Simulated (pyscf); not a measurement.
Optimised with ωB97X-D3(BJ)/def2-SVP in PySCF.

### Question
For HO–SiH₃ (SMILES O[SiH3]) + HO–Ti(OH)(OH)–Cl (SMILES [OH][Ti]([OH])([OH])[Cl]) → HO–Ti(OH)(OH)–O–SiH₃ (SMILES [OH][Ti]([OH])([OH])[O][SiH3]) + HCl (SMILES Cl), a four-centre exchange (singlet surface; H–O, Cl–Ti broken, O–Ti, Cl–H formed), PBE/def2-TZVP gives ΔE‡ = 6.1 kcal/mol and ΔE = +4.4 kcal/mol (zero: the separated reactants). In which direction and how far do PBE0-D3(BJ)/def2-TZVP, M06-2X/def2-TZVP, ωB97M-D3(BJ)/def2-TZVP move these?

### Answer
PBE0-D3(BJ): ΔE‡ = 4.6 kcal/mol, ΔE = +3.7 kcal/mol; M06-2X: ΔE‡ = 3.6 kcal/mol, ΔE = +3.1 kcal/mol; ωB97M-D3(BJ): ΔE‡ = 6.5 kcal/mol, ΔE = +2.8 kcal/mol. PBE's barrier lies among them. Its reaction energy lies over all of them, by 0.6 to 1.6 kcal/mol. On the reactant side the descent ends in an adduct with a O–Ti contact (not fully relaxed), 12.5 kcal/mol under the separated species and 16.7 kcal/mol under the saddle at ωB97X-D3(BJ)/def2-TZVP. On the product side the descent ends in a complex, 6.3 kcal/mol under the separated species and 6.9 kcal/mol under the saddle at ωB97X-D3(BJ)/def2-TZVP. What is counted as formed (O–Ti) is already present as a longer contact in the reactant adduct; forming that adduct is a step of its own. At ωB97X-D3(BJ) the barrier from the zero used here is 4.1 kcal/mol. One saddle was located; it need not be the lowest between these sides.
